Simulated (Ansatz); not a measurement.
**What a trial cell of Na2N relaxes into**

Method: DFT PBE, scalar-relativistic, plane waves, PAW (Ansatz). Cutoff 420 eV, Γ-centred k mesh, Gaussian smearing, collinear spin, first started from parallel moments.

The start puts Na2N on the sites of a reported Cr2B cell (I4/mcm, No. 140), with N in place of B, Na in place of Cr, at a guessed volume.

```
CELL_PARAMETERS angstrom
-3.09062 3.09062 2.57264
3.09062 -3.09062 2.57264
3.09062 3.09062 -2.57264
ATOMIC_POSITIONS crystal
Na 0.66700 0.16700 0.83400
Na 0.16700 0.33300 0.50000
Na 0.33300 0.83300 0.16600
Na 0.83300 0.66700 0.50000
N 0.25000 0.25000 0.00000
N 0.75000 0.75000 0.00000
```

Cell and atoms relax at zero pressure; the relaxation can't lower the symmetry of the start. After a coarse first stage the cell is made exact in the group found at 0.06 Å.

Energies over the elements count from the elements' standard structures at the same level (N₂ as a molecule), with no empirical corrections.

Which crystal results?

It keeps I4/mcm (No. 140), but not the shape of the type it started on. Conventional cell: a = 5.842 Å, c = 5.731 Å. Na is coordinated by 4 N at 2.52 Å and 6 Na at 2.89–2.93 Å; N has 8 Na at 2.52 Å and 2 N at 2.87 Å.

```cif
data_structure
_symmetry_space_group_name_H-M 'I4/mcm'
_symmetry_Int_Tables_number 140
_cell_length_a 5.8420
_cell_length_b 5.8420
_cell_length_c 5.7309
_cell_angle_alpha 90.000
_cell_angle_beta 90.000
_cell_angle_gamma 90.000
_cell_volume 195.59
loop_
_atom_site_label
_atom_site_type_symbol
_atom_site_symmetry_multiplicity
_atom_site_Wyckoff_symbol
_atom_site_fract_x
_atom_site_fract_y
_atom_site_fract_z
_atom_site_occupancy
Na1 Na 8 h 0.22773 0.72773 0.00000 1
N1 N 4 a 0.00000 0.00000 0.25000 1
```

What are its volume, energy, gap and moment?

The volume per atom is 16.30 Å³, the density is 2.04 g/cm³ and the energy over the elements is 0.57 eV/atom. The gap on the 10×10×10 mesh is 0 eV (a metal) and the net moment per atom is 0.09 μB. The largest site moment is 0.28 μB.

The final run used a 10×10×10 mesh on its 6-atom cell and 0.10 eV smearing. For metals, differences of a few meV/atom aren't resolved. Symmetry constrained the relaxation, so the result can be a saddle point. The steps took of the order of 2.5 core-minutes in all.